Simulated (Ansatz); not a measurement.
CH5FNPS, SMILES `FC(S)NP`, relaxed with RKS PBE0-D4/def2-TZVP in Ansatz 0.2.0 from a PBE-D4/def2-SVP geometry. The force threshold is 0.005 eV/Å; the program also tests the step.

Total charge 0; spin multiplicity 1.

Start:

```xyz
10

F    -0.383   -1.769   -0.249
C    -0.687   -0.400   -0.333
S    -2.316   -0.105    0.477
N     0.255    0.430    0.303
P     1.719    0.858   -0.543
H    -0.729   -0.159   -1.417
H    -2.867   -1.276    0.052
H     0.256    0.335    1.325
H     2.044    2.029    0.232
H     2.708    0.057    0.153
```

(1) By how much does the energy fall, and how many steps does the optimiser take? (Best estimate.)

(2) Which bonds change most? (Estimate.)

(3) Give the relaxed structure. (Best estimate.)

## Answers

(1) The calculation gave: 5.56 kJ/mol, in 9 steps, 1 of them rejected.

(2) Computed: N4–P5 from 1.744 to 1.711 Å; C2–S3 from 1.843 to 1.813 Å; P5–H10 from 1.450 to 1.425 Å; P5–H9 from 1.441 to 1.419 Å.

(3) Computed: 
```xyz
10

F    -0.375   -1.763   -0.229
C    -0.679   -0.405   -0.309
S    -2.282   -0.119    0.488
N     0.273    0.402    0.321
P     1.689    0.846   -0.531
H    -0.719   -0.171   -1.374
H    -2.873   -1.210   -0.024
H     0.283    0.313    1.327
H     1.996    2.027    0.193
H     2.687    0.080    0.137
```
